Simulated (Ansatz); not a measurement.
Mulliken charges of C2H6S, SMILES `CCS` from PBE/def2-TZVPP in Ansatz (PBE0-D4/def2-TZVP geometry).

```json
{"atom": "C1", "x (Å)": "-0.671", "y (Å)": "0.348", "z (Å)": "-0.585", "charge (e)": "-0.230"}
{"atom": "C2", "x (Å)": "0.649", "y (Å)": "-0.226", "z (Å)": "-0.116", "charge (e)": "-0.111"}
{"atom": "S3", "x (Å)": "0.548", "y (Å)": "-1.139", "z (Å)": "1.447", "charge (e)": "-0.200"}
{"atom": "H4", "x (Å)": "-1.424", "y (Å)": "-0.436", "z (Å)": "-0.685", "charge (e)": "0.090"}
{"atom": "H5", "x (Å)": "-0.553", "y (Å)": "0.842", "z (Å)": "-1.554", "charge (e)": "0.078"}
{"atom": "H6", "x (Å)": "-1.051", "y (Å)": "1.087", "z (Å)": "0.124", "charge (e)": "0.076"}
{"atom": "H7", "x (Å)": "1.026", "y (Å)": "-0.964", "z (Å)": "-0.829", "charge (e)": "0.101"}
{"atom": "H8", "x (Å)": "1.413", "y (Å)": "0.548", "z (Å)": "-0.028", "charge (e)": "0.101"}
{"atom": "H9", "x (Å)": "0.151", "y (Å)": "-0.106", "z (Å)": "2.208", "charge (e)": "0.095"}
```

Question: By hand: the dipole of these point charges (1 e Å = 4.8032 D).

Answer: Σ q r = (-0.018, 0.230, -0.192) e Å, of length 0.300 e Å = 1.44 D.

Question: How does the dipole of the full density compare? (An estimate is asked.)

Answer: The calculation gave: (-0.040, 0.268, -0.195) e Å, 1.60 D; the point charges give 0.90 times that, at 5° from its direction.

Point charges leave out the atoms' own dipoles, such as those of lone pairs, and Mulliken's split depends on the basis, so the close match here is no proof of good charges.
